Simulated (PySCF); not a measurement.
C3H4, SMILES C#CC (connectivity only; charge and spin as stated), charge +1, multiplicity 2. Atoms are numbered in the order given.

```xyz
7

C     -0.0138     1.2243     0.0000
C     -0.0147    -0.1840     0.0000
C      0.0027    -1.4264     0.0000
H      0.5775     1.5808     0.8655
H      0.5775     1.5808    -0.8655
H     -1.0147     1.6563     0.0000
H      0.0147    -2.5007     0.0000
```
Charge +1, spin multiplicity 2.

Geometry optimised at B3LYP-D3(BJ)/def2-TZVP. A frequency run showed that this geometry is not a minimum. The spin state was assumed, not searched.

Calculation: B3LYP/pcH-1 in PySCF.

Unrestricted Kohn–Sham, ⟨S²⟩ = 0.752. Hyperfine tensors hold the contact and dipolar terms, without spin-orbit corrections.

Computed hyperfine couplings:
```csv
nucleus,A(iso) (MHz),A(iso) (G),dipolar principal values (MHz)
13C no. 1,-17.3,-6.2,"-8.4, -6.0, 14.4"
13C no. 2,-1.8,-0.7,"-41.1, -26.9, 68.1"
13C no. 3,33.8,12.1,"-52.6, -50.0, 102.5"
1H no. 4,149.1,53.2,"-7.3, -3.6, 10.9"
1H no. 5,149.1,53.2,"-7.3, -3.6, 10.9"
1H no. 6,-7.1,-2.6,"-2.9, -2.8, 5.7"
1H no. 7,-52.6,-18.8,"-23.3, -5.9, 29.2"
```

Task: And the g tensor (effective nuclear charges for spin-orbit coupling, GIAO)? (An estimate is asked for; the answer gives what the named calculation found.)

Result: principal values 2.0022, 2.0028, 2.0266; isotropic 2.0105.
